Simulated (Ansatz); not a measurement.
**O2 (oxygen): the energy, rung by rung**

The species is O2 (2 atoms), meant as a triplet with charge 0. SMILES: `O=O`. Geometry: optimised at PBE0/def2-SVP.

```xyz
2

O     0.5076   -0.1642    0.2614
O    -0.5076    0.1642   -0.2614
```

Quantity: the dissociation energy of the O2–O1 bond into triplet O and triplet O (shapes relaxed at PBE0/def2-SVP, no zero-point term), in eV. The values are calculated.

| level | kind | program | value (eV) | less CCSD(T)/def2-TZVPP |
| --- | --- | --- | --- | --- |
| UHF/def2-TZVPP | Hartree–Fock | Ansatz | 1.49 | -3.42 |
| USVWN5/def2-TZVPP | LDA | Ansatz | 7.58 | +2.67 |
| UBLYP/def2-TZVPP | GGA | Ansatz | 5.84 | +0.93 |
| U-r2SCAN/def2-TZVPP | meta-GGA | Ansatz | 5.62 | +0.71 |
| UPBE0-D4/def2-TZVPP | global hybrid | Ansatz | 5.40 | +0.49 |
| UCAM-B3LYP/def2-TZVPP | range-separated hybrid | Ansatz | 5.40 | +0.49 |
| UB2PLYP/def2-TZVPP | double hybrid | Ansatz | 5.28 | +0.37 |
| RPA@PBE/def2-TZVPP | RPA | Ansatz | 4.67 | -0.24 |
| UCCSD(T)/def2-TZVPP | coupled cluster or CI | Ansatz | 4.91 | 0.00 |

Differences are taken from UCCSD(T)/def2-TZVPP for orientation; it has basis-set and higher-order errors of its own. The values span 1.49 to 7.58 eV. Hartree–Fock misses the correlation of the electron pair that is broken and comes out low. Measured bond enthalpies also hold zero-point and thermal terms, a few tenths of an eV less.
